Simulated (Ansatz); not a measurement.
A made-up structure of MgBH3O, closed shell:

| atom | x (Å) | y (Å) | z (Å) |
| --- | --- | --- | --- |
| B1 | -0.9099 | 0.2905 | -0.9353 |
| O2 | -0.0074 | -0.0001 | -0.0103 |
| Mg3 | 1.2142 | -0.3886 | 1.2473 |
| H4 | -0.9759 | -0.3605 | -1.9562 |
| H5 | -0.3592 | -0.0975 | 0.8884 |
| H6 | 2.3610 | -0.7528 | 2.4278 |

It is relaxed with PBE-D4/def2-SVP and then PBE0-D4/def2-TZVP (Ansatz 0.2.0). Atoms count as bonded within 1.22 times the sum of their covalent radii (H–H: 0.88 Å). The end point is not checked to be a true minimum.

(1) Does its bonding change? (A judgement: the text doesn't fix the answer.)

Results:

(1) By the calculation: Yes. Formed: B1–Mg3, Mg3–H4; broken: Mg3–H5.

Where it ends: The first stage lowers the energy by 3.08 eV in 25 steps. It ends as MgBH₃O ([H]1[B]2[OH][MgH]12):
```tsv
atom	x (Å)	y (Å)	z (Å)
B1	-0.7923	0.0709	-0.8705
O2	-0.6515	0.0308	0.5686
Mg3	1.2393	-0.5091	0.5172
H4	0.5046	-0.2998	-1.1862
H5	-1.4602	0.2621	1.0285
H6	2.4828	-0.8639	1.6042
```

Labels in which every atom is bracketed show which atoms are joined, not bond orders.

For scale, one of the runs: PBE0-D4/def2-TZVP relaxation, 112 basis functions, launched by `ansatz run in.yaml --threads 2 --pin off --events-out ev --progress --plain --max-ram 4352MiB`. Hardware: 2 CPU threads of an Arm Neoverse V1, shared host. Wall time about 13 s.
